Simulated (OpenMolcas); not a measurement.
**A ladder of methods for Si2H5O (SMILES [SiH2]O[SiH3])**

The species is Si2H5O (8 atoms), meant as a doublet with charge 0. SMILES: `[SiH2]O[SiH3]`. The coordinates come from a PBE0-D4/def2-TZVP relaxation. This is one conformer, not always the lowest.

```xyz
8

Si   -1.2812    0.9330   -0.8659
O    -0.3523   -0.2792   -0.2769
Si    0.7650   -0.7230    0.8359
H    -1.9028    0.4581   -2.1336
H    -0.4406    2.1420   -1.1187
H     1.2919   -2.0546    0.4531
H     0.1381   -0.7993    2.1804
H     1.8741    0.2660    0.8698
```

Each level gives the dipole moment (D). The values are calculated.

| level | kind | program | value (D) | CPU time |
| --- | --- | --- | --- | --- |
| USVWN5/6-311+G** | LDA | OpenMolcas | 0.54 | 55 s |
| U-revPBE/6-311+G** | GGA | OpenMolcas | 0.49 | 83 s |
| UBLYP/6-311+G** | GGA | OpenMolcas | 0.51 | 82 s |
| U-r2SCAN/6-311+G** | meta-GGA | OpenMolcas | 0.50 | 1.7 min |
| UB3LYP/6-311+G** | global hybrid | OpenMolcas | 0.53 | 79 s |
| UBHLYP/6-311+G** | global hybrid | OpenMolcas | 0.58 | 80 s |
| UM06-2X/6-311+G** | hybrid meta-GGA | OpenMolcas | 0.58 | 95 s |
| UPBE0/6-311+G** | global hybrid | OpenMolcas | 0.53 | 80 s |

The values span 0.49 to 0.58 D. Magnitudes only. CPU times are rough (shared hosts, several kinds of processor and program).
